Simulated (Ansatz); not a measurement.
A made-up structure of H$_{3}$SO (charge +1), singlet:

O1  (0.421, -0.830, 0.338)
S2  (-0.458, 0.440, -0.012)
H3  (-0.002, -1.353, 1.042)
H4  (1.339, -1.127, 0.236)
H5  (0.508, 1.397, 0.000)
(Å)

It is relaxed with PBE-D4/def2-SVP and then PBE0-D4/def2-TZVP (Ansatz 0.2.0). Atoms count as bonded within 1.22 times the sum of their covalent radii (H–H: 0.88 Å). The end point is not checked to be a true minimum.

(1) Does its bonding change? (A judgement: the text doesn't fix the answer.)

## Answers

(1) The calculation gives: No: no bond forms or breaks.

Where it ends: The first stage lowers the energy by 0.98 eV in 9 steps. It ends as H₃SO ([OH2][SH]), total charge +1:
O1  (0.584, -0.760, 0.544)
S2  (-0.341, 0.439, -0.356)
H3  (0.066, -1.279, 1.188)
H4  (1.166, -1.323, -0.001)
H5  (0.333, 1.450, 0.229)
(Å)

Labels in which every atom is bracketed show which atoms are joined, not bond orders.

For scale, one of the runs: PBE0-D4/def2-TZVP relaxation, 86 basis functions, launched by `ansatz run in.yaml --threads 2 --pin off --events-out ev --progress --plain --max-ram 4352MiB`. Hardware: 2 CPU threads of an AMD EPYC, shared host. Wall time about 14 s.
